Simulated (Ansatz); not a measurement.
# CH8OSi: the cost of one run

Program: Ansatz 0.2.0. Level of theory: RKS PBE-D4/def2-SVP. These are calculated values, not measurements.

## (1) The structure to begin with

Bond lengths: Si1–H3 1.460 Å, Si1–H4 1.459 Å, Si1–H5 1.459 Å, Si1–O6 1.980 Å, O6–C7 1.420 Å, C7–H8 1.110 Å, C7–H9 1.110 Å, C7–H10 1.110 Å. Angles: H3–Si1–H4 109.5°, H3–Si1–H5 109.5°, H3–Si1–O6 178.9°, H4–Si1–H5 109.5°, H4–Si1–O6 70.0°, H5–Si1–O6 70.0°, Si1–O6–C7 125.0°, O6–C7–H8 109.5°, O6–C7–H9 109.5°, O6–C7–H10 109.5°, H8–C7–H9 109.4°, H8–C7–H10 109.4°, H9–C7–H10 109.4°.

Coordinates:

```xyz
11

Si    0.0000    0.0000    0.0000
H     0.0000    0.0000    1.8100
H     1.3768    0.0000   -0.4862
H    -0.6877    1.1914   -0.4862
H    -0.6877   -1.1914   -0.4862
O    -1.8790    0.0000    0.6243
C    -2.9270   -0.7693    0.0532
H    -2.5462   -1.7789   -0.2069
H    -3.7573   -0.8645    0.7838
H    -3.2980   -0.2667   -0.8643
H    -0.9605    0.0000    1.7351
```

## (2) A restrained relaxation towards end A

Springs on the bonds that form and break draw the guess towards this end; the thresholds are loose.

File input.yaml:

```yaml
crystal:
  periodic: [false, false, false]
  atoms:
    - { symbol: Si, position_ang: [0.0, 0.0, 0.0] }
    - { symbol: H, position_ang: [0.0, 0.0, 1.81] }
    - { symbol: H, position_ang: [1.3768, 0.0, -0.4862] }
    - { symbol: H, position_ang: [-0.6877, 1.1914, -0.4862] }
    - { symbol: H, position_ang: [-0.6877, -1.1914, -0.4862] }
    - { symbol: O, position_ang: [-1.879, 0.0, 0.6243] }
    - { symbol: C, position_ang: [-2.927, -0.7693, 0.0532] }
    - { symbol: H, position_ang: [-2.5462, -1.7789, -0.2069] }
    - { symbol: H, position_ang: [-3.7573, -0.8645, 0.7838] }
    - { symbol: H, position_ang: [-3.298, -0.2667, -0.8643] }
    - { symbol: H, position_ang: [-0.9605, 0.0, 1.7351] }
basis:
  gaussian: { orbitals: def2-SVP }
hamiltonian:
  xc: pbe
  dispersion: d4
relax:
  f_tol: 0.15
  max_steps: 25
  restrain:
    - { distance: [0, 5], at: 2.88, k: 30.0 }
    - { distance: [10, 1], at: 1.86, k: 30.0 }
    - { distance: [0, 1], at: 1.46, k: 30.0 }
    - { distance: [10, 5], at: 1.01, k: 30.0 }
```

Started as:

```bash
$ ansatz run input.yaml --threads 2 --pin off --max-ram 3072MiB --backend cpu --events-out ev --progress --plain --runs-dir out
```

Q: Estimate wall time and peak memory on 2 threads of Arm Neoverse V2, shared host.

About 17 s, with a peak of 0.12 GiB.
